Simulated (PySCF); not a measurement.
Molecule: SMILES O=P(O)(O)O, H₃O₄P.

Cartesian coordinates in Å; atom numbers follow the order of the lines, from 1:
```xyz
8

O     0.351   -0.169    1.712
P     0.009   -0.087    0.283
O    -0.380    1.376   -0.273
O     1.171   -0.538   -0.738
O    -1.243   -0.979   -0.162
H    -0.332    2.025    0.440
H     1.953   -0.818   -0.244
H    -1.521   -0.823   -1.073
```

Geometry PBE0-D3(BJ)/def2-SVP throughout; GIAO in PySCF 2.14.0 with density-fitted response routines, gas phase, one conformer, non-relativistic; equivalent atoms averaged; basis pcSseg-2.

For orientation, mPW1PW91 gives these absolute shieldings σ: O1 192.2, O3/O4/O5 217.7, P2 297.4, H6/H7/H8 27.88 ppm.

A run gave: O1 188.1, O3/O4/O5 213.6, P2 323.5, H6/H7/H8 28.12 ppm (absolute shieldings σ).

Q: Which functional was used in that run?
A. PBE
B. KT2
C. KT3
D. BLYP
E. B97-D

A: C. P2 tells them apart best: KT3 gives 323.5, KT2 gives 315.1, B97-D gives 296.9, BLYP gives 273.6, PBE gives 284.1 ppm.
